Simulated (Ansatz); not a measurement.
# Zinc-blende CdSe: TO(Γ) frequency by level of theory

No measured value is used here.

```csv
level (code),value (cm⁻¹),cell (Å³/atom)
LDA (Ansatz),175,27.10
PBE (Ansatz),?,29.73
r²SCAN (Ansatz),163,28.84
```

What belongs in the gaps?


- PBE (Ansatz, a first-principles code), value (cm⁻¹): 155

Each level is taken at its own relaxed cell. Cutoffs and k meshes differ between the levels. Ansatz's density-functional and Hartree–Fock values are scalar-relativistic unless marked +SOC, with PAW data made under PBE.
